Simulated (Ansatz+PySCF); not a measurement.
Results of a calculation; reference values are marked as such.
Input for Ansatz (development build ahead of 0.2.0):

```yaml
crystal:
  periodic: [false, false, false]
  atoms:
    - { symbol: C, position_ang: [0.0, -0.18548, -1.23178] }
    - { symbol: "N", position_ang: [0.0, 0.47376, -0.02572] }
    - { symbol: C, position_ang: [0.0, -0.15381, 1.2028] }
    - { symbol: H, position_ang: [0.0, 0.39701, -2.1373] }
    - { symbol: H, position_ang: [0.0, -1.26147, -1.20915] }
    - { symbol: H, position_ang: [0.0, 1.48355, -0.02391] }
    - { symbol: H, position_ang: [0.0, 0.60322, 2.07355] }
    - { symbol: O, position_ang: [0.0, -1.35677, 1.35151] }
basis:
  gaussian: { orbitals: cc-pVTZ }
magnetization:
  spin_polarized: true
  initial_magnetization: 1
hamiltonian:
  xc: hf
correlation:
  method: mp2
  frozen_orbitals: { C: 1, H: 0, "N": 1, O: 1 }
output:
  forces: true
```

The input is written out in the form of the current development build from the run's settings.

Results

```
Converged                                                          : yes
Reference energy                                                   : -207.41319 hartree
Correlation energy                                                 : -0.74376 hartree
Total energy                                                       : -208.15694 hartree
Spin squared of the determinant                                    : 0.774
Stability test                                                     : minimum
Occupied orbitals by symmetry in an Abelian subgroup (alpha; beta) : 13 A' 3 A''; 13 A' 2 A''
```

Forces (eV/Å):
```csv
atom,Fx,Fy,Fz
C1,0.000,-0.227,-0.163
N2,0.000,0.316,0.368
C3,0.000,0.921,0.694
H4,0.000,-0.085,0.174
H5,0.000,0.162,0.009
H6,0.000,-0.189,0.048
H7,0.000,-0.946,-1.167
O8,0.000,0.049,0.037
```
